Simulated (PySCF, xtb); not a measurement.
Dissociation curve of H2S, SMILES S. The S1–H3 bond (S1 also carries H; H3 carries nothing else) is varied alone, starting from the PBE0/def2-TZVP optimised geometry.

UHF/6-31G* = PySCF 2.14.0 with unrestricted Hartree-Fock/6-31G*, spherical d; UMP2 = MP2 on UHF/cc-pVDZ, 5 core orbitals frozen run with PySCF; GFN1-xTB (xtb); RHF/cc-pVDZ (PySCF); RHF/LANL2DZ = restricted Hartree-Fock/LANL2DZ, with its core potentials past Ne (PySCF).

Energies are in kcal/mol, each relative to the lowest point of its own curve near equilibrium.

```csv
R / Å,UHF/6-31G*,UMP2,GFN1-xTB,RHF,RHF/LANL2DZ
1.00,70.5,74.7,65.7,73.5,74.9
1.09,30.8,34.2,26.6,33.3,34.6
1.13,19.6,22.6,16.4,21.7,23.0
1.22,4.8,6.5,3.7,6.0,6.9
1.27,1.2,2.2,(withheld),1.9,2.4
1.31,0.0,(withheld),0.0,0.3,0.6
1.34,0.0,0.0,(withheld),0.0,0.0
1.38,0.8,0.3,0.9,0.5,0.1
1.42,2.5,1.5,2.3,1.9,1.1
1.48,6.3,4.6,5.6,5.3,(withheld)
1.54,11.1,8.9,9.8,9.9,7.7
1.65,21.7,18.5,19.2,20.3,16.6
1.81,38.4,35.9,35.3,37.5,31.7
2.02,52.3,—,56.4,60.6,52.6
2.19,(withheld),—,71.7,78.2,69.2
2.42,61.8,—,89.3,99.4,90.0
2.69,63.8,—,105.2,120.6,111.4
2.92,64.6,—,115.0,135.6,126.9
3.27,(withheld),—,124.9,154.2,146.1
3.59,65.3,—,—,167.3,159.5
4.06,65.4,—,—,181.3,173.8
4.73,65.4,—,—,193.8,186.0
```

### Question
Fill in the missing entries.

### Answer

- 1.27, GFN1-xTB: 0.8
- 1.31, UMP2: 0.5
- 1.34, GFN1-xTB: 0.1
- 1.48, RHF/LANL2DZ: 3.8
- 2.19, UHF/6-31G*: 58.0
- 3.27, UHF/6-31G*: 65.1

A dash means that the run gave no value there, or that the column was ended at a point which the program doubted or which failed a test of continuity chosen for this set; such a test can also cut sound points.

The unrestricted determinant behind UHF/6-31G*, UMP2 is spin-contaminated at 1.81 to 4.73 Å (<S²> up to 1.0, against 0.00 for a pure singlet). The restricted form behind RHF, RHF/LANL2DZ keeps the bonding electrons paired and can't separate into open-shell fragments.
